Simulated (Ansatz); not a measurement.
**C₄H₆S: basis-set convergence**

One table from this session's results is given with a row withheld; the runs are named, their logs left out.

The runs use Ansatz 0.2.0, Gaussian basis; one geometry, several basis sets.

Plan: PBE0-D4/def2-SVP; ωB97M-V/def2-SVP; PBE0-D4/def2-QZVPP; ωB97M-V/def2-QZVPP; the functionals' def2-TZVPP values are taken from earlier runs.

## The relaxed structure

The geometry comes from an earlier relaxation with PBE0-D4 in a triple-zeta def2 set; it is a stationary point, not always the lowest conformer.

SMILES `C=C1SC1C`, 11 atoms, charge 0, spin multiplicity 1.

Atoms are counted from 1 here; the program's logs count them from 0.

Bond lengths: C1–C2 1.318 Å, C1–H6 1.084 Å, C1–H7 1.082 Å, C2–S3 1.729 Å, C2–C4 1.450 Å, S3–C4 1.848 Å, C4–C5 1.500 Å, C4–H8 1.088 Å, C5–H9 1.091 Å, C5–H10 1.092 Å, C5–H11 1.095 Å. Angles: C2–C1–H6 120.1°, C2–C1–H7 121.7°, H6–C1–H7 118.3°, C1–C2–S3 143.8°, C1–C2–C4 145.7°, S3–C2–C4 70.4°, C2–S3–C4 47.7°, C2–C4–S3 61.9°, C2–C4–C5 121.2°, C2–C4–H8 116.2°, S3–C4–C5 118.7°, S3–C4–H8 112.0°, C5–C4–H8 115.6°, C4–C5–H9 110.6°, C4–C5–H10 111.1°, C4–C5–H11 109.7°, H9–C5–H10 108.9°, H9–C5–H11 108.5° and more.

The first run:

in.yaml

```yaml
crystal:
  periodic: [false, false, false]
  atoms:
    - {symbol: C, position_ang: [-0.592345, 1.439617, 1.291300]}
    - {symbol: C, position_ang: [0.133603, 0.407876, 0.908845]}
    - {symbol: S, position_ang: [1.694757, -0.324670, 1.036095]}
    - {symbol: C, position_ang: [0.172686, -0.795711, 0.100575]}
    - {symbol: C, position_ang: [0.196467, -0.726130, -1.397973]}
    - {symbol: H, position_ang: [-1.615260, 1.540989, 0.947693]}
    - {symbol: H, position_ang: [-0.195048, 2.201255, 1.949668]}
    - {symbol: H, position_ang: [-0.310550, -1.674755, 0.522549]}
    - {symbol: H, position_ang: [0.720324, 0.170159, -1.731821]}
    - {symbol: H, position_ang: [0.688799, -1.602066, -1.824774]}
    - {symbol: H, position_ang: [-0.828132, -0.693464, -1.781660]}
basis:
  gaussian: {orbitals: def2-SVP}
hamiltonian: {xc: pbe0, dispersion: d4}
output: {orbitals: {seedname: orbitals}}
```

Among the steps run: PBE0-D4 in def2-SVP; ωB97M-V in def2-SVP; PBE0-D4 in def2-QZVPP; ωB97M-V in def2-QZVPP.

One of the session's tables, all rows but one given; the rest of the session is left out.

It belongs to the step «Functionals by basis». 

```
functional       basis  HOMO (eV)  LUMO (eV)
   PBE0-D4    def2-SVP      -6.35       0.30
   PBE0-D4  def2-TZVPP      -6.44      -0.06
   PBE0-D4  def2-QZVPP      -6.46      -0.19
   ωB97M-V    def2-SVP      -8.44       2.45
   ωB97M-V  def2-TZVPP          ?          ?
   ωB97M-V  def2-QZVPP      -8.57       1.55
```

**Question.** Estimate the row for ωB97M-V, def2-TZVPP.

The run gave: HOMO (eV): -8.55; LUMO (eV): 1.97. In the column «HOMO (eV)» it lies between ωB97M-V, def2-QZVPP (-8.57) and ωB97M-V, def2-SVP (-8.44).
